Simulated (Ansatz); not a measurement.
CH4Si, SMILES [CH][SiH3], a ladder of basis sets

Computed with the Python package of Ansatz (0.2.0).

Contents of `ch4si.xyz`:
```text
6

C     1.26990   -0.46180   -0.49330
Si   -0.47200    0.00910   -0.01490
H     1.98860    0.05430    0.17570
H    -0.72240   -0.39140    1.37770
H    -1.42550   -0.67460   -0.90120
H    -0.63870    1.46440   -0.14390
```

At the Python prompt:
```pycon
>>> import ansatz
>>> system = ansatz.Crystal.molecule_from_extxyz('ch4si.xyz')
>>> job = system.calculation()
>>> job = job.correlation('MP2')
>>> job = job.spin('collinear', total=2)
>>> energies = {}
>>> for basis in ['cc-pVDZ', 'cc-pVTZ']:
...     report = job.basis(gaussian=basis).run().report
...     size = report['n_frozen'] + report['n_occupied'][0] + report['n_virtual'][0]
...     energies[basis] = (report['reference_energy_ev'] / 27.211386246, report['free_energy_ev'] / 27.211386246)
...     print(f'{basis:14s} {size:4d} orbitals  reference {energies[basis][0]:14.6f} Ha  total {energies[basis][1]:14.6f} Ha')
...
cc-pVDZ          52 orbitals  reference    -329.020399 Ha  total    -329.209866 Ha
cc-pVTZ         120 orbitals  reference    -329.048019 Ha  total    -329.284811 Ha
>>> # two-point extrapolation: the basis-set error of the correlation energy falls as X^-3
>>> small, large = (energies[b][1] - energies[b][0] for b in ('cc-pVDZ', 'cc-pVTZ'))
>>> limit = (3 ** 3 * large - 2 ** 3 * small) / (3 ** 3 - 2 ** 3)
>>> print(f'correlation energy: {small:.6f} and {large:.6f} Ha, extrapolated {limit:.6f} Ha')
correlation energy: -0.189467 and -0.236792 Ha, extrapolated -0.256718 Ha
>>> print(f'share caught by the larger set: {100 * large / limit:.1f} %')
share caught by the larger set: 92.2 %
```

Against cc-pVDZ: cc-pVTZ -74.9 mHa. The last step alone is -74.95 mHa.

The drop along the ladder measures the basis error, and is no property of the molecule. The geometry is a force-field or estimated start, not a minimum of this method, and the last set is no limit. Much of the fall in a total is atomic energy, which cancels in bond and reaction energies. The species is open-shell (spin multiplicity 3). Inner cores stay frozen, so this is valence correlation. For Al to Cl the sets with a tight d function, cc-pV(X+d)Z, are usual. An extrapolation from small basis sets is rough. Wall time of the script: 2.4 s on 1 thread of Arm Neoverse V1 (shared host), peak memory 0.23 GiB.
